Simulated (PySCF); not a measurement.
## A PySCF run on MgAl

State: ²Π (doublet), unpaired electrons π ↑.

An equivalent input (the run itself took its basis sets from the Basis Set Exchange, started from a PBE0 density and held the occupation σ 8α 8β, πx 3α 2β, πy 2α 2β):

```python
from pyscf import gto, scf, cc
mol = gto.M(atom='Mg 0 0 0; Al 0 0 2.904', basis={'Mg': 'aug-cc-pVDZ', 'Al': 'aug-cc-pV(D+d)Z'},
            charge=0, spin=1, verbose=4, symmetry='C2v')
mf = scf.UHF(mol)
mf.irrep_nelec = {'A1': (8, 8), 'B1': (3, 2), 'B2': (2, 2)}
mf.conv_tol = 1e-9
mf.max_cycle = 60
mf.diis_space = 10
mf.kernel()
mycc = cc.CCSD(mf, frozen=[[0, 1, 2, 4, 5, 6], [0, 1, 2, 4, 5, 6]])
mycc.run(conv_tol=1e-7, conv_tol_normt=1e-5, max_cycle=80, diis_space=8)
et = mycc.ccsd_t()
```

The SCF ended at -441.47871273 hartree. The coupled-cluster part of the log:

```
******** <class 'pyscf.cc.uccsd.UCCSD'> ********
CC2 = 0
CCSD nocc = (7, 6), nmo = (53, 53)
frozen orbitals [[0, 1, 2, 4, 5, 6], [0, 1, 2, 4, 5, 6]]
max_cycle = 80
direct = 0
conv_tol = 1e-07
conv_tol_normt = 1e-05
diis_space = 8
diis_start_cycle = 0
diis_start_energy_diff = 1e+09
Init t2, MP2 energy = -0.0692246103972993
Init E_corr(UCCSD) = -0.0692246104015527
cycle = 1  E_corr(UCCSD) = -0.0853233888903595  dE = -0.0160987785  norm(t1,t2) = 0.0906407
cycle = 2  E_corr(UCCSD) = -0.0908597509721984  dE = -0.00553636208  norm(t1,t2) = 0.0446668
cycle = 3  E_corr(UCCSD) = -0.0955852612315513  dE = -0.00472551026  norm(t1,t2) = 0.0268106
cycle = 4  E_corr(UCCSD) = -0.0957672855938872  dE = -0.000182024362  norm(t1,t2) = 0.00980524
cycle = 5  E_corr(UCCSD) = -0.0957800814979353  dE = -1.2795904e-05  norm(t1,t2) = 0.00546596
cycle = 6  E_corr(UCCSD) = -0.0958624382846133  dE = -8.23567867e-05  norm(t1,t2) = 0.00282158
cycle = 7  E_corr(UCCSD) = -0.0958185184596193  dE = 4.3919825e-05  norm(t1,t2) = 0.00102856
cycle = 8  E_corr(UCCSD) = -0.0958430504634889  dE = -2.45320039e-05  norm(t1,t2) = 0.000556221
cycle = 9  E_corr(UCCSD) = -0.0958507698677224  dE = -7.71940423e-06  norm(t1,t2) = 0.00032948
cycle = 10  E_corr(UCCSD) = -0.0958443782301453  dE = 6.39163758e-06  norm(t1,t2) = 0.000153265
cycle = 11  E_corr(UCCSD) = -0.0958433503174625  dE = 1.02791268e-06  norm(t1,t2) = 7.88256e-05
cycle = 12  E_corr(UCCSD) = -0.0958456312262681  dE = -2.28090881e-06  norm(t1,t2) = 3.84991e-05
cycle = 13  E_corr(UCCSD) = -0.0958461101873419  dE = -4.78961074e-07  norm(t1,t2) = 1.13922e-05
cycle = 14  E_corr(UCCSD) = -0.0958459366707303  dE = 1.73516612e-07  norm(t1,t2) = 5.01381e-06
cycle = 15  E_corr(UCCSD) = -0.095845839784125  dE = 9.68866053e-08  norm(t1,t2) = 1.91002e-06
UCCSD converged
E(UCCSD) = -441.574558574542  E_corr = -0.095845839784125
UCCSD(T) correction = -0.00423870402143628
```

T1 diagnostic 0.027, D1 0.093, 13 electrons correlated.

Repeating this along the bond gives Re = 2.943 Å and ωe = 183 cm⁻¹.

A point of this curve took 12 CPU seconds beside 0.17 for the integrals (shared host).

Correlated steps freeze 6 core orbitals. The state is the lowest determinant that a PBE0 search found; another state may lie lower at other levels.
